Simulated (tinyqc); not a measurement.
UHF in the sto-3g basis, for CH2, spin multiplicity 3, step by step. One step of it, computed by the program tinyqc.

Task: Iteration 2: building the Fock matrix. J_ij = sum D_kl (ij|kl) with D = D(alpha) + D(beta), K_ij = sum D_kl (ik|jl) for each spin; F = H + J - K(s); E = tr D H + tr D J / 2 - 0.5 sum_s tr D(s) K(s) + E_nn.

D(alpha) after iteration 1, lower triangle:
```
,1C 1s,1C 2s,1C 2px,1C 2py,1C 2pz,2H 1s,3H 1s
1C 1s,1.062219
1C 2s,-0.254612,1.056537
1C 2px,0.000000,0.000000,1.000000
1C 2py,0.000000,0.000000,0.000000,0.134452
1C 2pz,0.064618,-0.279307,0.000000,0.000000,0.266396
2H 1s,0.006293,-0.097924,0.000000,0.215956,0.268013,0.660588
3H 1s,0.006293,-0.097924,0.000000,-0.215956,0.268013,-0.033145,0.660588
```

D(beta) after iteration 1, lower triangle:
```
,1C 1s,1C 2s,1C 2px,1C 2py,1C 2pz,2H 1s,3H 1s
1C 1s,1.013580
1C 2s,-0.060250,0.280545
1C 2px,0.000000,0.000000,0.000000
1C 2py,0.000000,0.000000,0.000000,0.093740
1C 2pz,-0.028099,0.095577,0.000000,0.000000,0.032619
2H 1s,-0.077451,0.232653,0.000000,0.189167,0.079469,0.575429
3H 1s,-0.077451,0.232653,0.000000,-0.189167,0.079469,-0.188044,0.575429
```

core Hamiltonian H = T + V (hartree), lower triangle:
```
,1C 1s,1C 2s,1C 2px,1C 2py,1C 2pz,2H 1s,3H 1s
1C 1s,-18.445605
1C 2s,-4.447995,-5.399522
1C 2px,0.000000,0.000000,-4.313958
1C 2py,0.000000,0.000000,0.000000,-4.388478
1C 2pz,-0.009907,-0.113357,0.000000,0.000000,-4.353626
2H 1s,-0.399872,-1.170122,0.000000,-0.901016,-0.673430,-2.723440
3H 1s,-0.399872,-1.170122,0.000000,0.901016,-0.673430,-0.197396,-2.723440
```

Two-electron integrals (ij|kl) in chemists' order, unique and non-zero (hartree):
```
i,j,k,l,(ij|kl)
1,1,1,1,3.541948
2,1,1,1,0.576921
2,1,2,1,0.111888
2,2,1,1,0.854682
2,2,2,1,0.205284
2,2,2,2,0.624709
3,1,3,1,0.020296
3,2,3,1,0.030858
3,2,3,2,0.137996
3,3,1,1,0.852436
3,3,2,1,0.205335
3,3,2,2,0.624568
3,3,3,3,0.672833
4,1,4,1,0.020296
4,2,4,1,0.030858
4,2,4,2,0.137996
4,3,4,3,0.036269
4,4,1,1,0.852436
4,4,2,1,0.205335
4,4,2,2,0.624568
4,4,3,3,0.600295
4,4,4,4,0.672833
5,1,5,1,0.020296
5,2,5,1,0.030858
5,2,5,2,0.137996
5,3,5,3,0.036269
5,4,5,4,0.036269
5,5,1,1,0.852436
5,5,2,1,0.205335
5,5,2,2,0.624568
5,5,3,3,0.600295
5,5,4,4,0.600295
5,5,5,5,0.672833
6,1,1,1,0.051491
6,1,2,1,0.009931
6,1,2,2,0.018213
6,1,3,3,0.018161
6,1,4,1,0.000457
6,1,4,2,0.000864
6,1,4,4,0.018266
6,1,5,1,0.000333
6,1,5,2,0.000630
6,1,5,4,0.000077
6,1,5,5,0.018217
6,1,6,1,0.000899
6,2,1,1,0.154821
6,2,2,1,0.037838
6,2,2,2,0.131160
6,2,3,3,0.127813
6,2,4,1,0.002849
6,2,4,2,0.021822
6,2,4,4,0.134277
6,2,5,1,0.002078
6,2,5,2,0.015921
6,2,5,4,0.004716
6,2,5,5,0.131254
6,2,6,1,0.003500
6,2,6,2,0.040517
6,3,3,1,0.003400
6,3,3,2,0.019186
6,3,4,3,0.003986
6,3,5,3,0.002908
6,3,6,3,0.004271
6,4,1,1,0.118539
6,4,2,1,0.029297
6,4,2,2,0.107638
6,4,3,3,0.102519
6,4,4,1,0.005222
6,4,4,2,0.035104
6,4,4,4,0.115227
6,4,5,1,0.001330
6,4,5,2,0.011614
6,4,5,4,0.006364
6,4,5,5,0.105040
6,4,6,1,0.002799
6,4,6,2,0.039290
6,4,6,4,0.041676
6,5,1,1,0.086486
6,5,2,1,0.021375
6,5,2,2,0.078533
6,5,3,3,0.074798
6,5,4,1,0.001330
6,5,4,2,0.011614
6,5,4,4,0.078254
6,5,5,1,0.004370
6,5,5,2,0.027659
6,5,5,4,0.006507
6,5,5,5,0.082453
6,5,6,1,0.002042
6,5,6,2,0.028666
6,5,6,4,0.027291
6,5,6,5,0.024182
6,6,1,1,0.340775
6,6,2,1,0.084576
6,6,2,2,0.334964
6,6,3,3,0.319784
6,6,4,1,0.006576
6,6,4,2,0.070516
6,6,4,4,0.349205
6,6,5,1,0.004798
6,6,5,2,0.051449
6,6,5,4,0.021465
6,6,5,5,0.335445
6,6,6,1,0.007853
6,6,6,2,0.143713
6,6,6,4,0.152854
6,6,6,5,0.111523
6,6,6,6,0.774606
7,1,1,1,0.051491
7,1,2,1,0.009931
7,1,2,2,0.018213
7,1,3,3,0.018161
7,1,4,1,-0.000457
7,1,4,2,-0.000864
7,1,4,4,0.018266
7,1,5,1,0.000333
7,1,5,2,0.000630
7,1,5,4,-0.000077
7,1,5,5,0.018217
7,1,6,1,0.000876
7,1,6,2,0.003318
7,1,6,4,0.002478
7,1,6,5,0.001946
7,1,6,6,0.007417
7,1,7,1,0.000899
7,2,1,1,0.154821
7,2,2,1,0.037838
7,2,2,2,0.131160
7,2,3,3,0.127813
7,2,4,1,-0.002849
7,2,4,2,-0.021822
7,2,4,4,0.134277
7,2,5,1,0.002078
7,2,5,2,0.015921
7,2,5,4,-0.004716
7,2,5,5,0.131254
7,2,6,1,0.003318
7,2,6,2,0.027132
7,2,6,4,0.019559
7,2,6,5,0.018764
7,2,6,6,0.072562
7,2,7,1,0.003500
7,2,7,2,0.040517
7,3,3,1,0.003400
7,3,3,2,0.019186
7,3,4,3,-0.003986
7,3,5,3,0.002908
7,3,6,3,0.002627
7,3,7,3,0.004271
7,4,1,1,-0.118539
7,4,2,1,-0.029297
7,4,2,2,-0.107638
7,4,3,3,-0.102519
7,4,4,1,0.005222
7,4,4,2,0.035104
7,4,4,4,-0.115227
7,4,5,1,-0.001330
7,4,5,2,-0.011614
7,4,5,4,0.006364
7,4,5,5,-0.105040
7,4,6,1,-0.002478
7,4,6,2,-0.019559
7,4,6,4,-0.012127
7,4,6,5,-0.013344
7,4,6,6,-0.051364
7,4,7,1,-0.002799
7,4,7,2,-0.039290
7,4,7,4,0.041676
7,5,1,1,0.086486
7,5,2,1,0.021375
7,5,2,2,0.078533
7,5,3,3,0.074798
7,5,4,1,-0.001330
7,5,4,2,-0.011614
7,5,4,4,0.078254
7,5,5,1,0.004370
7,5,5,2,0.027659
7,5,5,4,-0.006507
7,5,5,5,0.082453
7,5,6,1,0.001946
7,5,6,2,0.018764
7,5,6,4,0.013344
7,5,6,5,0.015326
7,5,6,6,0.052575
7,5,7,1,0.002042
7,5,7,2,0.028666
7,5,7,4,-0.027291
7,5,7,5,0.024182
7,6,1,1,0.023385
7,6,2,1,0.005756
7,6,2,2,0.021167
7,6,3,3,0.020520
7,6,4,4,0.020992
7,6,5,1,0.000501
7,6,5,2,0.004322
7,6,5,5,0.021963
7,6,6,1,0.000523
7,6,6,2,0.005978
7,6,6,4,0.005084
7,6,6,5,0.004655
7,6,6,6,0.020351
7,6,7,1,0.000523
7,6,7,2,0.005978
7,6,7,4,-0.005084
7,6,7,5,0.004655
7,6,7,6,0.001182
7,7,1,1,0.340775
7,7,2,1,0.084576
7,7,2,2,0.334964
7,7,3,3,0.319784
7,7,4,1,-0.006576
7,7,4,2,-0.070516
7,7,4,4,0.349205
7,7,5,1,0.004798
7,7,5,2,0.051449
7,7,5,4,-0.021465
7,7,5,5,0.335445
7,7,6,1,0.007417
7,7,6,2,0.072562
7,7,6,4,0.051364
7,7,6,5,0.052575
7,7,6,6,0.211570
7,7,7,1,0.007853
7,7,7,2,0.143713
7,7,7,4,-0.152854
7,7,7,5,0.111523
7,7,7,6,0.020351
7,7,7,7,0.774606
```

nuclear repulsion = 4.31558416 hartree

Give: Coulomb J; exchange K(alpha); exchange K(beta); F(alpha); F(beta); total energy of this density.

Result:

Coulomb J (hartree), lower triangle:
```
,1C 1s,1C 2s,1C 2px,1C 2py,1C 2pz,2H 1s,3H 1s
1C 1s,10.6468
1C 2s,2.0165,4.6018
1C 2px,0.0000,0.0000,4.5798
1C 2py,0.0000,0.0000,0.0000,4.6252
1C 2pz,0.0110,0.1425,0.0000,0.0000,4.5836
2H 1s,0.1798,1.0275,0.0000,0.8647,0.6519,3.1288
3H 1s,0.1798,1.0275,0.0000,-0.8647,0.6519,0.1711,3.1288
```

exchange K(alpha) (hartree), lower triangle:
```
,1C 1s,1C 2s,1C 2px,1C 2py,1C 2pz,2H 1s,3H 1s
1C 1s,3.6145
1C 2s,0.6254,0.9049
1C 2px,0.0000,0.0000,0.8436
1C 2py,0.0000,0.0000,0.0000,0.4366
1C 2pz,0.0025,-0.0871,0.0000,0.0000,0.4863
2H 1s,0.0591,0.2437,0.0000,0.2217,0.1781,0.6506
3H 1s,0.0591,0.2437,0.0000,-0.2217,0.1781,0.0380,0.6506
```

exchange K(beta) (hartree), lower triangle:
```
,1C 1s,1C 2s,1C 2px,1C 2py,1C 2pz,2H 1s,3H 1s
1C 1s,3.5489
1C 2s,0.5932,0.4497
1C 2px,0.0000,0.0000,0.0848
1C 2py,0.0000,0.0000,0.0000,0.2926
1C 2pz,0.0006,0.1639,0.0000,0.0000,0.1585
2H 1s,0.0529,0.2438,0.0000,0.2082,0.1401,0.6034
3H 1s,0.0529,0.2438,0.0000,-0.2082,0.1401,0.0213,0.6034
```

F(alpha) (hartree), lower triangle:
```
,1C 1s,1C 2s,1C 2px,1C 2py,1C 2pz,2H 1s,3H 1s
1C 1s,-11.4132
1C 2s,-3.0569,-1.7026
1C 2px,0.0000,0.0000,-0.5777
1C 2py,0.0000,0.0000,0.0000,-0.1999
1C 2pz,-0.0014,0.1162,0.0000,0.0000,-0.2562
2H 1s,-0.2791,-0.3863,0.0000,-0.2580,-0.1996,-0.2452
3H 1s,-0.2791,-0.3863,0.0000,0.2580,-0.1996,-0.0643,-0.2452
```

F(beta) (hartree), lower triangle:
```
,1C 1s,1C 2s,1C 2px,1C 2py,1C 2pz,2H 1s,3H 1s
1C 1s,-11.3477
1C 2s,-3.0247,-1.2475
1C 2px,0.0000,0.0000,0.1811
1C 2py,0.0000,0.0000,0.0000,-0.0559
1C 2pz,0.0005,-0.1348,0.0000,0.0000,0.0715
2H 1s,-0.2730,-0.3864,0.0000,-0.2445,-0.1616,-0.1981
3H 1s,-0.2730,-0.3864,0.0000,0.2445,-0.1616,-0.0475,-0.1981
```

total energy of this density = -38.082218 hartree
